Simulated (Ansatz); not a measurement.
# C₂H₇NO: basis-set convergence

One table from this session's results is given with a row withheld; the runs are named, their logs left out.

Program: Ansatz 0.2.0, Gaussian basis. Level of theory: one geometry, several basis sets. These are calculated values, not measurements.

Plan: PBE0-D4/def2-SVP; ωB97M-V/def2-SVP; PBE0-D4/def2-QZVPP; ωB97M-V/def2-QZVPP; CCSD(T)/cc-pV(D+d)Z; CCSD(T)/cc-pV(T+d)Z; CCSD(T)/cc-pV(Q+d)Z; the functionals' def2-TZVPP values are taken from earlier runs.

### Structure used throughout

The geometry comes from an earlier relaxation with PBE0-D4 in a triple-zeta def2 set; it is a stationary point, not always the lowest conformer.

SMILES `NCCO`, 11 atoms, charge 0, spin multiplicity 1.

Atoms are counted from 1 here; the program's logs count them from 0.

Bond lengths: N1–C2 1.452 Å, N1–H5 1.013 Å, N1–H6 1.012 Å, C2–C3 1.507 Å, C2–H7 1.095 Å, C2–H8 1.102 Å, C3–O4 1.418 Å, C3–H9 1.097 Å, C3–H10 1.098 Å, O4–H11 0.959 Å. Angles: C2–N1–H5 108.8°, C2–N1–H6 110.8°, H5–N1–H6 107.3°, N1–C2–C3 109.8°, N1–C2–H7 109.1°, N1–C2–H8 114.1°, C3–C2–H7 108.2°, C3–C2–H8 108.1°, H7–C2–H8 107.3°, C2–C3–O4 107.7°, C2–C3–H9 109.0°, C2–C3–H10 109.7°, O4–C3–H9 110.8°, O4–C3–H10 110.8°, H9–C3–H10 108.8°, C3–O4–H11 108.8°.

The first run:

in.yaml reads:

```yaml
crystal:
  periodic: [false, false, false]
  atoms:
    - {symbol: N, position_ang: [-0.768078, 1.106161, -0.683975]}
    - {symbol: C, position_ang: [-0.178554, 0.565613, 0.527881]}
    - {symbol: C, position_ang: [0.777656, -0.545954, 0.179959]}
    - {symbol: O, position_ang: [0.023049, -1.599785, -0.394442]}
    - {symbol: H, position_ang: [-1.239379, 0.359097, -1.180066]}
    - {symbol: H, position_ang: [-1.463710, 1.807005, -0.464329]}
    - {symbol: H, position_ang: [0.384240, 1.355327, 1.035587]}
    - {symbol: H, position_ang: [-0.912783, 0.171401, 1.248396]}
    - {symbol: H, position_ang: [1.522151, -0.166245, -0.531091]}
    - {symbol: H, position_ang: [1.296060, -0.885630, 1.086700]}
    - {symbol: H, position_ang: [0.624649, -2.223993, -0.804120]}
basis:
  gaussian: {orbitals: def2-SVP}
hamiltonian: {xc: pbe0, dispersion: d4}
output: {orbitals: {seedname: orbitals}}
```

Command:

```sh
> ansatz run in.yaml --threads 2 --pin off --events-out ev --progress --plain --max-ram 32768MiB --backend cpu
```

Steps of the session up to this table: PBE0-D4 in def2-SVP; ωB97M-V in def2-SVP; PBE0-D4 in def2-QZVPP; ωB97M-V in def2-QZVPP.

One table of the session follows, with a row left open; its other results are not shown here.

It belongs to the step «Density functionals: the series». 

| functional | basis | HOMO (eV) | LUMO (eV) |
| --- | --- | --- | --- |
| PBE0-D4 | def2-SVP | -6.44 | 1.75 |
| PBE0-D4 | def2-TZVPP | -6.75 | 1.01 |
| PBE0-D4 | def2-QZVPP | -6.82 | 0.59 |
| ωB97M-V | def2-SVP | -8.87 | 3.39 |
| ωB97M-V | def2-TZVPP | -9.18 | 2.41 |
| ωB97M-V | def2-QZVPP | ? | ? |

Estimate the missing values for ωB97M-V, def2-QZVPP.

The run gave: HOMO (eV): -9.25; LUMO (eV): 1.74. In the column «HOMO (eV)» it is the lowest.
